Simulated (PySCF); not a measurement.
**Continuum solvent and chemical shifts**

Structure with atom numbers: `[CH3:1][n:2]1[cH:3][cH:4][cH:5][n:6]1`; H(Xn) means a hydrogen on atom n.

GIAO PBE0/pcSseg-1 in PySCF 2.14.0 with density-fitted response routines on one PBE0-D3(BJ)/def2-SVP conformer, non-relativistic, equivalent nuclei averaged. Solvents enter as an IEF-PCM continuum (chloroform with ε = 4.7, tetrahydrofuran with ε = 7.4, methanol with ε = 32.6) around the gas-phase geometry. Shifts are referred to TMS computed in the same medium.

In chloroform, δ in ppm: C5 144.0, C3 136.0, C4 110.4, C1 39.6, H(C5) 7.55, H(C3) 7.49, H(C4) 6.38, H(C1) 3.84. Dipole moment 3.01 D.

Task: How does each δ change in the more polar media?

Result: 
| atoms | environment | Δδ, tetrahydrofuran | Δδ, methanol |
| --- | --- | --- | --- |
| C5 | aromatic CH next to a ring nitrogen | +0.1 | +0.2 |
| C3 | aromatic CH next to a ring nitrogen | +0.5 | +1.4 |
| C4 | aromatic CH | +0.1 | +0.3 |
| C1 | methyl carbon bonded to N | +0.1 | +0.3 |
| H(C5) | hydrogen on an aromatic CH next to a ring nitrogen | +0.01 | +0.02 |
| H(C3) | hydrogen on an aromatic CH next to a ring nitrogen | +0.06 | +0.15 |
| H(C4) | hydrogen on an aromatic CH | +0.03 | +0.07 |
| H(C1) | hydrogen on a methyl carbon bonded to N | +0.02 | +0.04 |

Changes are relative to chloroform. The dipole moment becomes 3.11 D in tetrahydrofuran, 3.27 D in methanol.

Task: Which nuclei move most (in ppm), and what does the model miss?

Result: C3 (aromatic CH next to a ring nitrogen, +1.4 ppm) in methanol. A continuum only polarises the solute; specific hydrogen bonds, the anisotropy of aromatic solvents and changes of geometry or conformer are outside it.
